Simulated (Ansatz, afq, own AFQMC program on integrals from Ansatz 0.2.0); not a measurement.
H3O, doublet: AFQMC among the cluster methods

```yaml
atoms:
  - { symbol: O, position_ang: [-0.1709, -0.0491, 0.0000] }
  - { symbol: H, position_ang: [-0.4202, 0.8775, 0.0000] }
  - { symbol: H, position_ang: [1.1261, -0.0491, 0.0000] }
  - { symbol: H, position_ang: [2.0061, -0.0491, 0.0000] }
```

Basis cc-pVTZ. Only valence electrons are correlated. Ansatz 0.2.0 and our own AFQMC program on the same integrals; the CISD trial comes from CCSD amplitudes, and released means the phaseless constraint is let go. ± is one standard error of the sampling.

Determinant: UHF, the one that the program's search chose, which needn't be the lowest solution. The geometry is a point of a scan.

No full CI on the walks' own integrals is used here; CCSDT(Q) serves as the reference and is uncertain by about the last step of the cluster series.

The T1 diagnostic is 0.0285 and the weight of the determinant in the CISD state is 0.910. The ⟨S²⟩ of the determinant is 0.795 and the size of the correlated space is 9 electrons in 71 orbitals.

```tsv
level	correlation energy (eV)
MP2	-6.9006
CCSD	-7.4768
CCSD(T)	-7.6911
```

Q: Estimate where AFQMC with the constraint released lies against CCSD(T) on the same integrals.

A: 2.5 ± 0.5 kJ/mol below CCSD(T).

Reference: CCSDT(Q), correlation energy -7.715 eV. The released energy is read at 2.40 1/Eh (meV from the phaseless value at times in 1/Eh: -3 ± 3 at 0.24, -14 ± 3 at 0.51, -17 ± 4 at 0.99, -13 ± 4 at 1.62, -21 ± 5 at 2.40).

```
         level  E − E(reference) (kJ/mol)  share of correlation (%)
       CCSD(T)                        2.3                     99.68
         CCSDT                        1.0                     99.86
 ph-AFQMC/CISD                  1.9 ± 0.4                     99.75
released AFQMC                 -0.1 ± 0.5                    100.02
```

A walk keeps the symmetry of its determinant, which the program's search chose and which needn't be the lowest solution, so a lower state of the same spin and another symmetry isn't excluded. Released energies are given only where the last usable release times agree within the noise; a slower fall can still hide under it.
